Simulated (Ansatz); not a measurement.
A made-up structure of CHClF (charge -1), closed shell:

```
4
angstrom
F -1.1451 -0.3228 -0.3571
C -0.1552 0.3433 0.4370
Cl 0.8357 -0.9923 0.2948
H 0.4646 0.9718 -0.3747
```

It is relaxed with PBE-D4/def2-SVPD and then PBE0-D4/def2-TZVPD (Ansatz 0.2.0). Atoms count as bonded within 1.22 times the sum of their covalent radii (H–H: 0.88 Å). The end point is not checked to be a true minimum.

Does its bonding change? (A judgement: the text doesn't fix the answer.)

The calculation gives: No: no bond forms or breaks.

Where it ends: The first stage lowers the energy by 1.26 eV in 7 steps. It ends as CHClF ([F][CH][Cl]), total charge -1:
F1  (-1.259, -0.156, -0.408)
C2  (-0.190, 0.351, 0.387)
Cl3  (1.081, -1.138, 0.394)
H4  (0.368, 0.944, -0.372)
(Å)

Labels in which every atom is bracketed show which atoms are joined, not bond orders.

For scale, one of the runs: PBE0-D4/def2-TZVPD relaxation, 132 basis functions, launched by `ansatz run in.yaml --threads 2 --pin off --events-out ev --progress --plain --max-ram 4352MiB`. Hardware: 2 CPU threads of an Intel Xeon Platinum 8488C, shared host. Wall time about 13 s.
